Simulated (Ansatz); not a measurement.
# CH₄Cl radical (built from SMILES CCl.[H]): functionals against CCSD(T) at one geometry

How do the functionals fare away from a minimum? The structure is a displaced guess of a reacting structure.

The runs use Ansatz 0.2.0, Gaussian basis; single points in def2-TZVPP.

Correlated methods freeze the cores. Orbitals are unrestricted.

### 1 The system as given

6 atoms, charge 0, spin multiplicity 2.

Atoms are counted from 1 here; the program's logs count them from 0.

Bond lengths: Cl1–C2 1.943 Å, Cl1–H3 1.577 Å, C2–H3 1.344 Å, C2–H4 1.032 Å, C2–H5 1.224 Å, C2–H6 1.150 Å. Angles: C2–Cl1–H3 43.4°, Cl1–C2–H3 53.7°, Cl1–C2–H4 91.8°, Cl1–C2–H5 169.2°, Cl1–C2–H6 75.9°, H3–C2–H4 123.9°, H3–C2–H5 115.5°, H3–C2–H6 117.6°, H4–C2–H5 95.2°, H4–C2–H6 87.6°, H5–C2–H6 112.5°, Cl1–H3–C2 82.9°.

Coordinates:

```xyz
6

Cl   -1.40600   -0.85610   -0.09360
C     0.27920    0.10610   -0.00560
H     0.09600   -1.13550   -0.48620
H     0.11330    0.37260    0.97740
H     1.43070    0.51960   -0.04020
H    -0.48670    0.91040   -0.30270
```

### 2 CCSD(T)/def2-TZVPP

File run/in.yaml:

```yaml
crystal:
  periodic: [false, false, false]
  atoms:
    - {symbol: Cl, position_ang: [-1.406000, -0.856100, -0.093600]}
    - {symbol: C, position_ang: [0.279200, 0.106100, -0.005600]}
    - {symbol: H, position_ang: [0.096000, -1.135500, -0.486200]}
    - {symbol: H, position_ang: [0.113300, 0.372600, 0.977400]}
    - {symbol: H, position_ang: [1.430700, 0.519600, -0.040200]}
    - {symbol: H, position_ang: [-0.486700, 0.910400, -0.302700]}
basis:
  gaussian: {orbitals: def2-TZVPP}
magnetization: {spin_polarized: true, initial_magnetization: 1}
correlation: {method: ccsd_t}
scf: {omitted_lower_state_checks: [cluster_reference]}
output: {forces: true}
```

The command line of these runs was not kept.

### 3 PBE0-D4/def2-TZVPP

Edit run/in.yaml of step 2 so:

```diff
@@ -12,4 +12,3 @@
 magnetization: {spin_polarized: true, initial_magnetization: 1}
-correlation: {method: ccsd_t}
-scf: {omitted_lower_state_checks: [cluster_reference]}
-output: {forces: true}
+hamiltonian: {xc: pbe0, dispersion: d4}
+output: {forces: true, orbitals: {seedname: orbitals}}
```

### 4 wB97M-V/def2-TZVPP

Edit run/in.yaml of step 3 so:

```diff
@@ -12,3 +12,3 @@
 magnetization: {spin_polarized: true, initial_magnetization: 1}
-hamiltonian: {xc: pbe0, dispersion: d4}
-output: {forces: true, orbitals: {seedname: orbitals}}
+hamiltonian: {xc: {name: wB97M-V}}
+output: {forces: true}
```

### 5 r2SCAN-D4/def2-TZVPP

Edit run/in.yaml of step 4 so:

```diff
@@ -12,3 +12,3 @@
 magnetization: {spin_polarized: true, initial_magnetization: 1}
-hamiltonian: {xc: {name: wB97M-V}}
+hamiltonian: {xc: r2scan, dispersion: d4}
 output: {forces: true}
```

### 6 PBE-D4/def2-TZVPP

Edit run/in.yaml of step 5 so:

```diff
@@ -12,3 +12,3 @@
 magnetization: {spin_polarized: true, initial_magnetization: 1}
-hamiltonian: {xc: r2scan, dispersion: d4}
+hamiltonian: {xc: pbe, dispersion: d4}
 output: {forces: true}
```

### 7 B97M-V/def2-TZVPP

Edit run/in.yaml of step 6 so:

```diff
@@ -12,3 +12,3 @@
 magnetization: {spin_polarized: true, initial_magnetization: 1}
-hamiltonian: {xc: pbe, dispersion: d4}
+hamiltonian: {xc: {name: B97M-V}}
 output: {forces: true}
```

### 8 wB97X-V/def2-TZVPP

Edit run/in.yaml of step 7 so:

```diff
@@ -12,3 +12,3 @@
 magnetization: {spin_polarized: true, initial_magnetization: 1}
-hamiltonian: {xc: {name: B97M-V}}
+hamiltonian: {xc: {name: wB97X-V}}
 output: {forces: true}
```

(Steps that only read results are left out.)

Q: Predict the outcome of this session. Wanted: energy less free atoms, CCSD(T)/def2-TZVPP; RMS force component; RMS force error; HOMO and LUMO, PBE0-D4; T1 diagnostic.

**Answer**, as computed:

| quantity | value |
| --- | --- |
| energy less free atoms, CCSD(T)/def2-TZVPP | -1335.8 kJ/mol |
| RMS force component | 2.528 to 2.770 eV/Å over the methods |
| RMS force error | PBE0-D4 0.176, wB97M-V 0.086, r2SCAN-D4 0.186, PBE-D4 0.294, B97M-V 0.211, wB97X-V 0.045 eV/Å |
| HOMO and LUMO, PBE0-D4 | -5.97 and -2.51 eV |
| T1 diagnostic | 0.014 |

In words: Against CCSD(T) the functionals' energies less atoms differ by -108.2 to -41.9 kJ/mol, PBE-D4 by -108.2 kJ/mol. CCSD(T) in triple zeta still lacks some correlation energy of the bonds, so part of these gaps is its own basis error and they don't rank the functionals. For forces wB97X-V does best and PBE-D4 worst. Frozen-core CCSD(T) forces in triple zeta carry basis errors of their own, and this is one geometry, so small gaps rank nothing.
